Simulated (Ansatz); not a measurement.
CH2O, SMILES C=O, the interaction energy of a dimer with the counterpoise correction

Program: the Ansatz DFT code, driven from Python.

The cells in order, each with its output:

In [1]:
```python
from dataclasses import dataclass

import ansatz as az
import numpy as np
```

In [2]:
```python
@dataclass(frozen=True)
class RunConfig:
    basis_set: str = "def2-SVP"
    functional: str = "b3lyp"
```

In [3]:
```python
cfg = RunConfig()
```

In [4]:
```python
FIRST = [
    ("C", (0.0042, 0.0, -0.0023)),
    ("O", (0.6921, 0.5455, 0.8038)),
    ("H", (-0.5457, 0.5466, -0.7869)),
    ("H", (-0.1506, -1.092, -0.0147)),
]
SECOND = [
    ("C", (-1.2693, 1.0884, -3.4389)),
    ("O", (-1.6745, 0.0923, -3.9528)),
    ("H", (-0.2617, 1.1657, -2.9966)),
    ("H", (-1.8773, 2.0043, -3.349)),
]

def energy(atoms, ghosts=()):
    molecule = az.Crystal.molecule()
    for symbol, xyz in atoms:
        molecule = molecule.atom(symbol, xyz)
    calc = (
        molecule.calculation()
        .basis(gaussian=cfg.basis_set)
        .functional(cfg.functional)
    )
    deck = calc.input()
    if ghosts:
        deck = deck.set(az.key.basis.gaussian.ghost_atoms, [{"symbol": s, "position_ang": list(xyz)} for s, xyz in ghosts])
    return az.Session.from_dict(deck).plan().execute().report["free_energy_ev"]

direction = np.array([-0.3326, 0.2847, -0.899])
print("shift (A)   counterpoise-corrected interaction (kJ/mol)")
for shift in (-0.3, 0.0, 0.4, 1.0, 2.0):
    moved = [(s, tuple(np.round(np.array(xyz) + shift * direction, 4))) for s, xyz in SECOND]
    gain = energy(FIRST + moved) - energy(FIRST, moved) - energy(moved, FIRST)
    print(f"{shift:8.2f} {96.485332 * gain:14.3f}")
```
```text
shift (A)   counterpoise-corrected interaction (kJ/mol)
   -0.30          7.126
    0.00          2.818
    0.40          0.981
    1.00          0.453
    2.00          0.180
```

The settings weren't tested for convergence. The dimer is a generated trial pose of unrelaxed monomers, not a minimum, so the figure is no binding energy, and the basis set is small. b3lyp holds the VWN-RPA fit, as in Gaussian; the form of ORCA and Turbomole is b3lyp5. This level lacks the dispersion part of the attraction (electrostatics and induction are there), which can decide the sign where the interaction is weak. Hardware and time: 17 s on 1 thread of Arm Neoverse V1, on a shared host, peak memory 0.2 GiB.

(Lines on the test bed's own set-up are left out of the output.)
